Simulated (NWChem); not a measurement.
All runs are NWChem calculations. System: phosphine (H3P), charge 0, spin multiplicity 1, at a geometry optimised with PBE0/def2-SVP. Level: TD-PBE0/6-31G* (spherical d).

Input file:

```
start mol
memory heap 200 mb stack 900 mb global 1100 mb
geometry units angstroms nocenter noautoz noautosym
  P     -0.130235    -0.003352     0.000000
  H      0.666565    -0.580989     1.035668
  H      0.666565    -0.580989    -1.035668
  H      0.620396     1.212263     0.000000
end
basis spherical
  * library 6-31g*
end
dft
  xc pbe0
  semidirect memsize 60000000 filesize 0
  iterations 100
end
tddft
  rpa
  nroots 10
  notriplet
end
task tddft energy
```

Part of the output:

```
             Northwest Computational Chemistry Package (NWChem) 7.3.0
             --------------------------------------------------------

                                NWChem Input Module
                                -------------------

 Scaling coordinates for geometry "geometry" by  1.889725989
 (inverse scale =  0.529177249)

                             Geometry "geometry" -> ""
                             -------------------------

 Output coordinates in angstroms (scale by  1.889725989 to convert to a.u.)

  No.       Tag          Charge          X              Y              Z
 ---- ---------------- ---------- -------------- -------------- --------------
    1 P                   15.0000    -0.13023500    -0.00335200     0.00000000
    2 H                    1.0000     0.66656500    -0.58098900     1.03566800
    3 H                    1.0000     0.66656500    -0.58098900    -1.03566800
    4 H                    1.0000     0.62039600     1.21226300     0.00000000

 Effective nuclear repulsion energy (a.u.)      17.4340881334

            Nuclear Dipole moment (a.u.)
            ----------------------------
        X                 Y               Z
 ---------------- ---------------- ----------------
     0.0000018897     0.0000094486     0.0000000000


 Summary of "ao basis" -> "" (spherical)
 ------------------------------------------------------------------------------
       Tag                 Description            Shells   Functions and Types
 ---------------- ------------------------------  ------  ---------------------
 *                           6-31g*                   on all atoms

                                 NWChem DFT Module
                                 -----------------

 Summary of "ao basis" -> "ao basis" (spherical)
 ------------------------------------------------------------------------------
       Tag                 Description            Shells   Functions and Types
 ---------------- ------------------------------  ------  ---------------------
 P                           6-31g*                  8       18   4s3p1d
 H                           6-31g*                  2        2   2s

 Summary of "ao basis" -> "ao basis" (spherical)
 ------------------------------------------------------------------------------
       Tag                 Description            Shells   Functions and Types
 ---------------- ------------------------------  ------  ---------------------
 P                           6-31g*                  8       18   4s3p1d
 H                           6-31g*                  2        2   2s

            General Information
            -------------------
          SCF calculation type: DFT
          Wavefunction type:  closed shell.
          No. of atoms     :     4
          No. of electrons :    18
           Alpha electrons :     9
            Beta electrons :     9
          Charge           :     0
          Spin multiplicity:     1
          Use of symmetry is: off; symmetry adaption is: off
          Maximum number of iterations: 100
          AO basis - number of functions:    24
                     number of shells:    14
          Convergence on energy requested:  1.00D-06
          Convergence on density requested:  1.00D-05
          Convergence on gradient requested:  5.00D-04

              XC Information
              --------------
                         PBE0 Method XC Functional
                     Hartree-Fock (Exact) Exchange  0.250
          PerdewBurkeErnzerhof Exchange Functional  0.750
            Perdew 1991 LDA Correlation Functional  1.000 local
           PerdewBurkeErnz. Correlation Functional  1.000 non-local

             Grid Information
             ----------------
          Grid used for XC integration:  medium
          Radial quadrature: Mura-Knowles
          Angular quadrature: Lebedev.
          Tag              B.-S. Rad. Rad. Pts. Rad. Cut. Ang. Pts.
          ---              ---------- --------- --------- ---------
          P                   1.00       88           6.0       590
          H                   0.35       45           7.0       434
          Grid pruning is: on
          Number of quadrature shells:   223
          Spatial weights used:  Erf1

          Convergence Information
          -----------------------
          Convergence aids based upon iterative change in
          total energy or number of iterations.
          Levelshifting, if invoked, occurs when the
          HOMO/LUMO gap drops below (HL_TOL):  1.00D-02
          DIIS, if invoked, will attempt to extrapolate
          using up to (NFOCK): 10 stored Fock matrices.

                    Damping( 0%)  Levelshifting(0.5)       DIIS
                  --------------- ------------------- ---------------
          dE  on:    start            ASAP                start
          dE off:    2 iters        100 iters           100 iters

      Screening Tolerance Information
      -------------------------------
          Density screening/tol_rho:  1.00D-10
          AO Gaussian exp screening on grid/accAOfunc:  14
          CD Gaussian exp screening on grid/accCDfunc:  20
          XC Gaussian exp screening on grid/accXCfunc:  20
          Schwarz screening/accCoul:  1.00D-08

      Superposition of Atomic Density Guess
      -------------------------------------

 Sum of atomic energies:        -342.12482448

      Non-variational initial energy
      ------------------------------

 Total energy =    -342.322274
 1-e energy   =    -507.207185
 2-e energy   =     147.450822
 HOMO         =      -0.312627
 LUMO         =       0.097895
[...]
     Occ.    7  a   ---  Virt.   11  a   -0.15265 X
     Occ.    7  a   ---  Virt.   12  a   -0.05456 X
     Occ.    8  a   ---  Virt.   10  a    0.15265 X
     Occ.    9  a   ---  Virt.   11  a    0.97507 X
     Occ.    9  a   ---  Virt.   11  a   -0.05700 Y
  ----------------------------------------------------------------------------
  Root   3 singlet a              0.353210677 a.u.                9.6114 eV
  ----------------------------------------------------------------------------
     Transition Moments    X -0.68132   Y -0.01754   Z -0.00000
     Transition Moments   XX  1.17936  XY  0.04482  XZ  0.00000
     Transition Moments   YY -0.56151  YZ -0.00000  ZZ -0.56266
     Dipole Oscillator Strength                    0.1093771037
     Electric Quadrupole                           0.0000002377
     Magnetic Dipole                               0.0000000000
     Total Oscillator Strength                     0.1093773414

          sigma_e =   1.8170 Angstrom
          sigma_h =   1.3353 Angstrom
         |d_h->e| =   0.6558 Angstrom
            d_exc =   2.3583 Angstrom
            d_CD1 =   1.1374 Angstrom
            d_CD2 =  -0.9204 Angstrom
            d_CD3 =   3.0141 Angstrom
     Pearson C.C. =  -0.0097

     Occ.    7  a   ---  Virt.   11  a    0.12771 X
     Occ.    8  a   ---  Virt.   10  a    0.12773 X
     Occ.    9  a   ---  Virt.   12  a   -0.98311 X
  ----------------------------------------------------------------------------
  Root   4 singlet a              0.365860339 a.u.                9.9556 eV
  ----------------------------------------------------------------------------
     Transition Moments    X -0.00000   Y  0.00000   Z -0.00001
     Transition Moments   XX  0.00000  XY  0.00000  XZ -0.00002
     Transition Moments   YY -0.00000  YZ -0.00001  ZZ -0.00000
     Dipole Oscillator Strength                    0.0000000000
     Electric Quadrupole                           0.0000000000
     Magnetic Dipole                               0.0000034634
     Total Oscillator Strength                     0.0000034634

          sigma_e =   1.7222 Angstrom
          sigma_h =   1.3712 Angstrom
         |d_h->e| =   0.4339 Angstrom
            d_exc =   2.2485 Angstrom
            d_CD1 =   0.7849 Angstrom
            d_CD2 =  -1.1128 Angstrom
            d_CD3 =   2.6824 Angstrom
     Pearson C.C. =  -0.0045

     Occ.    7  a   ---  Virt.   10  a   -0.70675 X
     Occ.    8  a   ---  Virt.   11  a    0.70677 X
  ----------------------------------------------------------------------------
  Root   5 singlet a              0.405224993 a.u.               11.0267 eV
  ----------------------------------------------------------------------------
     Transition Moments    X -0.00000   Y  0.00002   Z  0.92988
     Transition Moments   XX -0.00000  XY  0.00002  XZ  0.90387
     Transition Moments   YY -0.00001  YZ  0.42139  ZZ  0.00001
     Dipole Oscillator Strength                    0.2335925033
     Electric Quadrupole                           0.0000003524
     Magnetic Dipole                               0.0000004895
     Total Oscillator Strength                     0.2335933452

          sigma_e =   1.7807 Angstrom
          sigma_h =   1.3734 Angstrom
         |d_h->e| =   0.4207 Angstrom
            d_exc =   2.3130 Angstrom
            d_CD1 =   0.8281 Angstrom
            d_CD2 =  -1.1564 Angstrom
            d_CD3 =   2.7336 Angstrom
     Pearson C.C. =  -0.0236

     Occ.    7  a   ---  Virt.   10  a   -0.66439 X
     Occ.    8  a   ---  Virt.   11  a   -0.66437 X
     Occ.    8  a   ---  Virt.   12  a   -0.27842 X
     Occ.    9  a   ---  Virt.   10  a    0.19210 X
  ----------------------------------------------------------------------------
  Root   6 singlet a              0.405225473 a.u.               11.0268 eV
  ----------------------------------------------------------------------------
     Transition Moments    X  0.02401   Y -0.92959   Z  0.00002
     Transition Moments   XX  0.04730  XY -0.92346  XZ  0.00002
     Transition Moments   YY  0.35068  YZ  0.00001  ZZ -0.39796
     Dipole Oscillator Strength                    0.2336013842
     Electric Quadrupole                           0.0000003524
     Magnetic Dipole                               0.0000004895
     Total Oscillator Strength                     0.2336022261

          sigma_e =   1.7807 Angstrom
          sigma_h =   1.3734 Angstrom
         |d_h->e| =   0.4207 Angstrom
            d_exc =   2.3130 Angstrom
            d_CD1 =   0.8280 Angstrom
            d_CD2 =  -1.1564 Angstrom
            d_CD3 =   2.7336 Angstrom
     Pearson C.C. =  -0.0236

     Occ.    7  a   ---  Virt.   11  a   -0.66434 X
     Occ.    7  a   ---  Virt.   12  a    0.27842 X
     Occ.    8  a   ---  Virt.   10  a    0.66441 X
     Occ.    9  a   ---  Virt.   11  a   -0.19210 X
  ----------------------------------------------------------------------------
  Root   7 singlet a              0.428699772 a.u.               11.6655 eV
  ----------------------------------------------------------------------------
     Transition Moments    X -1.50042   Y -0.03867   Z  0.00000
     Transition Moments   XX  0.20138  XY  0.01353  XZ  0.00000
     Transition Moments   YY -0.32581  YZ -0.00000  ZZ -0.32613
     Dipole Oscillator Strength                    0.6438330726
     Electric Quadrupole                           0.0000000390
     Magnetic Dipole                               0.0000000000
     Total Oscillator Strength                     0.6438331115

          sigma_e =   1.8490 Angstrom
          sigma_h =   1.3830 Angstrom
         |d_h->e| =   0.4513 Angstrom
            d_exc =   2.3429 Angstrom
            d_CD1 =   0.9173 Angstrom
            d_CD2 =  -1.1647 Angstrom
            d_CD3 =   2.7942 Angstrom
     Pearson C.C. =   0.0090

     Occ.    7  a   ---  Virt.   11  a   -0.68153 X
     Occ.    7  a   ---  Virt.   11  a    0.05108 Y
     Occ.    8  a   ---  Virt.   10  a   -0.68146 X
     Occ.    8  a   ---  Virt.   10  a    0.05108 Y
     Occ.    9  a   ---  Virt.   12  a   -0.18118 X
     Occ.    9  a   ---  Virt.   15  a   -0.18286 X
     Occ.    9  a   ---  Virt.   19  a    0.06300 X
  ----------------------------------------------------------------------------
  Root   8 singlet a              0.483245550 a.u.               13.1498 eV
  ----------------------------------------------------------------------------
     Transition Moments    X  0.00000   Y -0.00001   Z -1.55008
     Transition Moments   XX  0.00000  XY -0.00001  XZ -1.32708
     Transition Moments   YY -0.00001  YZ  1.40093  ZZ  0.00001
     Dipole Oscillator Strength                    0.7740768965
     Electric Quadrupole                           0.0000022378
     Magnetic Dipole                               0.0000000601
     Total Oscillator Strength                     0.7740791944

          sigma_e =   1.8418 Angstrom
          sigma_h =   1.3360 Angstrom
         |d_h->e| =   0.2611 Angstrom
            d_exc =   2.2745 Angstrom
            d_CD1 =   0.7669 Angstrom
            d_CD2 =  -1.3278 Angstrom
            d_CD3 =   2.5356 Angstrom
     Pearson C.C. =   0.0146

     Occ.    6  a   ---  Virt.   10  a    0.05407 X
     Occ.    7  a   ---  Virt.   10  a    0.18152 X
     Occ.    8  a   ---  Virt.   11  a    0.18151 X
     Occ.    8  a   ---  Virt.   12  a   -0.95367 X
     Occ.    8  a   ---  Virt.   15  a    0.05399 X
     Occ.    8  a   ---  Virt.   16  a    0.05362 X
     Occ.    9  a   ---  Virt.   10  a   -0.11179 X
     Occ.    9  a   ---  Virt.   14  a    0.07064 X
  ----------------------------------------------------------------------------
  Root   9 singlet a              0.483246961 a.u.               13.1498 eV
  ----------------------------------------------------------------------------
     Transition Moments    X -0.03991   Y  1.54957   Z -0.00001
     Transition Moments   XX -0.06547  XY  1.25195  XZ -0.00001
     Transition Moments   YY  1.50008  YZ  0.00001  ZZ -1.43461
     Dipole Oscillator Strength                    0.7740873330
     Electric Quadrupole                           0.0000022378
     Magnetic Dipole                               0.0000000601
     Total Oscillator Strength                     0.7740896309

          sigma_e =   1.8418 Angstrom
          sigma_h =   1.3360 Angstrom
         |d_h->e| =   0.2610 Angstrom
            d_exc =   2.2745 Angstrom
            d_CD1 =   0.7669 Angstrom
            d_CD2 =  -1.3278 Angstrom
            d_CD3 =   2.5356 Angstrom
     Pearson C.C. =   0.0146

     Occ.    6  a   ---  Virt.   11  a   -0.05407 X
     Occ.    7  a   ---  Virt.   11  a    0.18151 X
     Occ.    7  a   ---  Virt.   12  a    0.95367 X
     Occ.    7  a   ---  Virt.   15  a   -0.05399 X
     Occ.    7  a   ---  Virt.   16  a   -0.05362 X
     Occ.    8  a   ---  Virt.   10  a   -0.18152 X
     Occ.    9  a   ---  Virt.   11  a    0.11179 X
     Occ.    9  a   ---  Virt.   13  a   -0.07064 X
  ----------------------------------------------------------------------------
  Root  10 singlet a              0.511686430 a.u.               13.9237 eV
  ----------------------------------------------------------------------------
     Transition Moments    X  0.00474   Y -0.18403   Z  0.00000
     Transition Moments   XX  0.09361  XY -1.81220  XZ  0.00003
     Transition Moments   YY -0.44037  YZ -0.00000  ZZ  0.34677
     Dipole Oscillator Strength                    0.0115603229
     Electric Quadrupole                           0.0000024581
     Magnetic Dipole                               0.0000000023
     Total Oscillator Strength                     0.0115627833

          sigma_e =   1.9132 Angstrom
          sigma_h =   1.3417 Angstrom
         |d_h->e| =   0.3227 Angstrom
            d_exc =   2.3409 Angstrom
            d_CD1 =   0.8941 Angstrom
            d_CD2 =  -1.3048 Angstrom
            d_CD3 =   2.6636 Angstrom
     Pearson C.C. =   0.0165

     Occ.    7  a   ---  Virt.   12  a   -0.05838 X
     Occ.    9  a   ---  Virt.   13  a   -0.99561 X

              Target root =      1
          Target symmetry = none
      Ground state energy =   -342.979476985150
        Excitation energy =      0.284541114366
     Excited state energy =   -342.694935870785

  stored tddft:energy   -342.69493587078460

 Task  times  cpu:        5.2s     wall:        5.2s

 Total times  cpu:        5.3s     wall:        5.3s
```
